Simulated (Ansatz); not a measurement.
Task: Name a neutral molecule of C, Cl, F, S and H with HOMO energy (B3LYP/def2-TZVPP) between -7.25 and -6.95 eV and HOMO–LUMO gap (B3LYP/def2-TZVPP) between 3.65 and 3.95 eV (Ansatz, PBE0-D4/def2-TZVP geometry).

Result: `FC(Cl)C=S` (-7.00 eV, 3.76 eV). Other molecules can fit too; these were computed, each in one conformer that needn't be the lowest.

B3LYP here is the variant with VWN-RPA as its local correlation; programs differ in this.
